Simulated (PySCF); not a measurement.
First SCF of a structure search on doublet [P4]+, at a hand-made square geometry. PySCF input:

```python
from pyscf import gto, scf, dft
mol = gto.M(atom='''
P      1.110000     1.110000     0.000000
P     -1.110000     1.110000     0.000000
P     -1.110000    -1.110000     0.000000
P      1.110000    -1.110000     0.000000''',
    basis={'P': 'def2-TZVP'},
    charge=1, spin=1)
mf = dft.UKS(mol, xc='PBE0')
mf.grids.atom_grid = (50, 194)
aux = {'P': 'def2-universal-JKFIT'}
mf = mf.density_fit(auxbasis=aux)
mf.conv_tol = 1e-08
mf.diis_space = 10
mf.max_cycle = 60
mf.init_guess = 'minao'
mf.verbose = 4
mf.kernel()
```

Excerpt of the output (cycles alone):

```
init E= -1365.10544692327
cycle= 1 E= -1364.54512785021  delta_E= 0.56  |g|= 0.236  |ddm|= 1.51
cycle= 2 E= -1364.54885721406  delta_E= -0.00373  |g|= 0.22  |ddm|= 0.531
cycle= 3 E= -1364.57503373342  delta_E= -0.0262  |g|= 0.065  |ddm|= 0.286
cycle= 4 E= -1364.57750186707  delta_E= -0.00247  |g|= 0.0163  |ddm|= 0.0804
cycle= 5 E= -1364.57778331924  delta_E= -0.000281  |g|= 0.00793  |ddm|= 0.0284
cycle= 6 E= -1364.57791699076  delta_E= -0.000134  |g|= 0.00324  |ddm|= 0.0189
cycle= 7 E= -1364.57801837665  delta_E= -0.000101  |g|= 0.002  |ddm|= 0.024
cycle= 8 E= -1364.57809885561  delta_E= -8.05e-05  |g|= 0.00164  |ddm|= 0.0258
cycle= 9 E= -1364.57814585531  delta_E= -4.7e-05  |g|= 0.00101  |ddm|= 0.0196
cycle= 10 E= -1364.57820172687  delta_E= -5.59e-05  |g|= 0.000887  |ddm|= 0.0418
cycle= 11 E= -1364.57820629897  delta_E= -4.57e-06  |g|= 0.000384  |ddm|= 0.00784
cycle= 12 E= -1364.57820839019  delta_E= -2.09e-06  |g|= 0.00016  |ddm|= 0.00966
cycle= 13 E= -1364.57820844497  delta_E= -5.48e-08  |g|= 2.12e-05  |ddm|= 0.00111
cycle= 14 E= -1364.57820844602  delta_E= -1.06e-09  |g|= 4.57e-06  |ddm|= 0.000158
Extra cycle  E= -1364.57820844606  delta_E= -3.57e-11  |g|= 4.24e-06  |ddm|= 1.34e-05
converged SCF energy = -1364.57820844606  <S^2> = 0.78885546  2S+1 = 2.0384852
```

This is not the lowest solution: all starts ended here, but a stability analysis within the same unrestricted form found one 9.5 kJ/mol lower, at -1364.58181 Eh.

The search for the lowest solution, 3 starts and the stability check together, took 41 s on 4 threads of a shared Arm Neoverse V1 host, with 148 basis functions; the process peaked at 0.64 GiB. Launch command: `OMP_NUM_THREADS=4 python axn.py task.json out`.
